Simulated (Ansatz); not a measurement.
System: bcc Li. Method: r²SCAN+rVV10 (plane waves, PAW; Ansatz, a quantum-chemistry and plane-wave program).

Excerpt of the program's output:

```
Crystal: 1 atoms, lattice volume = 20.967 Å³
Basis set: ecut = 560 eV, 627 PW (Γ), exchange–correlation on 72×72×72 points (27 copies of the dense FFT grid, shifted against one another)
Bands: 6, of which v1, the nominal top of the filled ones, is band 2 counted from 1 (1 counted from 0)
Symmetry: 48 space group operations
Space group: Im-3m (ITA 229), of the structure as read, at distance tolerance 2.8e-5 Å
k-points: 328 of 10648
Functional: x = r2scan, c = r2scan + rvv10(b = 11.95, C = 0.0093); τ floored in thin density (d = 2e-4 eV/Å³)
SCF iter   1: F=—  HF=-205.046068 eV  |F-HF|=—  |Δ(HF+E_count)|=         —  Δρ=2.26e-3  dr2=3.01e-4  dr2_τ=3.15e-4
SCF iter   2: F=—  HF=-205.046121 eV  |F-HF|=—  |Δ(HF+E_count)|=   5.24e-5  Δρ=1.05e-3  dr2=7.60e-5  dr2_τ=1.16e-5
  ...
SCF iter   5: F=—  HF=-205.046065 eV  |F-HF|=—  |Δ(HF+E_count)|=   1.98e-8  Δρ=2.62e-6  dr2=4.11e-10  dr2_τ=9.60e-11
SCF iter   6: F=-205.046065 eV  HF=-205.046065 eV  |F-HF|=1.48e-11  |Δ(HF+E_count)|=   1.93e-9  Δρ=5.09e-7  dr2=1.60e-11  dr2_τ=1.60e-12
SCF 1 converged in 6 iterations: F = -205.046065 eV  dr2 = 1.60e-11
SCF converged after 6 iterations
Free energy (F): -205.046065 eV
Internal energy: -205.042586 eV  (E = F + TS)
E sigma→0 (E₀):  -205.044326 eV
Fermi energy:    0.967533 eV
--- Stress (GPa, compression-positive) ---
       -0.000025      -0.000000      -0.000000
       -0.000000      -0.000025      -0.000000
       -0.000000       0.000000      -0.000025
  P = ⅓ Tr σ = -0.0000 GPa (-0.000 kbar)
```

Q: Write an input file that could have produced this run (the log leaves some choices open).

A: Several could match; the one computed here: 
Ansatz 0.2 input:
```yaml
crystal:
  lattice:
    - [-1.737107606, 1.737107606, 1.737107606]
    - [1.737107606, -1.737107606, 1.737107606]
    - [1.737107606, 1.737107606, -1.737107606]
  atoms:
    - { symbol: Li, position: [0.0, 0.0, 0.0] }
basis:
  ecutwfc: 560
  ecutrho_ratio: 4
  xc_grid: 3
kpoints:
  mp_grid: { grid: [22, 22, 22] }
hamiltonian:
  xc: r2scan
  dispersion: rvv10
  pseudopotentials: { kind: paw }
scf:
  occupations: { method: fermi_dirac, width: 0.05 }
  convergence: { dr2_threshold: 0.0000000001 }
output:
  forces: false
  stress: true
  eigenvalues: true
```

The PAW data were made under PBE.

It cost roughly 5 core-seconds of CPU time.
